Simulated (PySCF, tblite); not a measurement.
**A complex of formamide and dinitrogen**

A gas-phase complex of formamide and dinitrogen; neutral, singlet. The structure comes from a short search (6 tight-binding starts) and was relaxed by PBE0-D3(BJ)/def2-SVPD; another way of binding may lie lower. Frequencies by PBE0-D3(BJ)/def2-SVPD show no clear imaginary mode.

```json
{"part": "1", "name": "formamide", "SMILES": "NC=O", "atoms": "1–6", "charge": "0", "multiplicity": "1"}
{"part": "2", "name": "dinitrogen", "SMILES": "N#N", "atoms": "7–8", "charge": "0", "multiplicity": "1"}
```

```xyz
8

N     0.618   -0.090    0.133
C    -0.713   -0.174   -0.091
O    -1.356   -1.200   -0.081
H     1.142   -0.934    0.314
H     1.105    0.793    0.089
H    -1.175    0.820   -0.290
N     2.816    3.742   -0.560
N     2.228    2.854   -0.300
```
Atom numbers follow the order of the file, from 1.

```json
{"contact": "H5···N8", "kind (by geometry)": "hydrogen bond", "distance (Å)": "2.379", "angle (°)": "173"}
```

Interaction energies are complex less parts, with the parts frozen as they stand in it; counterpoise-corrected, in kcal/mol (PySCF).

(1) Give the interaction energy at each level run.

(2) What holds them together? Decompose the wB97M-D3(BJ)/def2-TZVPD energy: frozen parts, their antisymmetrised product, then relaxation.

The parts were also relaxed and run alone, at the levels used for the complex: shieldings by PBE0/pcSseg-2.

Values alone: N1–H5 bond (Å): 1.008; shielding of H5 (ppm): 26.63; shielding of N8 (ppm): -93.8; shielding of N1 (ppm): 146.5.

(3) What does binding change?

(4) What are the binding energy from relaxed parts (wB97M-D3(BJ)/def2-TZVPD), and ΔH and ΔG of association at 298.15 K and 1 atm?

## Answers

(1) 
| level | interaction | superposition error removed |
| --- | --- | --- |
| wB97M-D3(BJ)/def2-TZVPD | -1.16 | -0.06 |
| PBE0-D3(BJ)/def2-TZVPD | -1.33 | -0.07 |

(2) electrostatic -1.5, Pauli repulsion +1.6, orbital relaxation -0.7, dispersion correction -0.6 kcal/mol, which sum to the value before the counterpoise correction; the Pauli term holds the exchange-correlation of the frozen density too. Of the attraction, 54 % is electrostatic, 26 % is orbital relaxation, 20 % is dispersion correction.

(3) 
```tsv
property	alone	in the complex	change
N1–H5 bond (Å)	1.008	1.009	+0.001
shielding of H5 (ppm)	26.63	26.47	-0.16
shielding of N8 (ppm)	-93.8	-86.2	+7.6
shielding of N1 (ppm)	146.5	144.4	-2.1
```

(4) -1.17 kcal/mol, -0.45 with zero-point energy; ΔH -0.1 and ΔG +6.5 kcal/mol, from harmonic vibrations by PBE0-D3(BJ)/def2-SVPD with low modes damped.
